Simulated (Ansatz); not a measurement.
**AlFe₂ (P6/mmm)**

These are results of DFT r2SCAN, scalar-relativistic, plane waves, PAW in Ansatz, not measurements.

Settings: cutoff 500 eV, Γ-centred mesh 12×12×16 on the computed 3-atom cell, Gaussian smearing of 0.10 eV; collinear spin from starting moments 0 2.91 2.91 μB.

The structure is relaxed at this level of theory with its symmetry kept. Whether it is the stable form of this composition wasn't checked.

```xyz
3
Lattice="4.1650 0.0000 0.0000 -2.0825 3.6070 0.0000 0.0000 0.0000 2.5364" Properties=species:S:1:pos:R:3 pbc="T T T"
Al    0.0000    0.0000    0.0000
Fe    0.0000    2.4047    1.2682
Fe    2.0825    1.2023    1.2682
```

- Space group: P6/mmm (No. 191)
- Volume per atom: 12.70 Å³
- Formation energy from the elements' standard states (uncorrected): -0.145 eV/atom
- Generalised Kohn–Sham band gap: none (metal)
- Density of states at the Fermi level: 1.64 states/eV per cell
- Löwdin character within 0.5 eV of the Fermi level: Fe 3d 70 %, Al 3p 19 %, unprojected 5 %
- Bulk modulus: 148 GPa
- Its pressure derivative: 4.4
- Bader charges (e): Al (1 in the cell) 0.92, Fe (2 in the cell) -0.46
- Total moment: 5.13 μB per cell
- Site moments (μB; atoms counted from 1 over the whole cell): Al (atom 1) -0.08, Fe (atom 2) 2.65, Fe (atom 3) 2.65

The state reached may not be the lowest one.

Only this magnetic start was tried.

Cost: 6 runs of about 18 core-minutes in all, on Arm Neoverse V1 (shared hosts).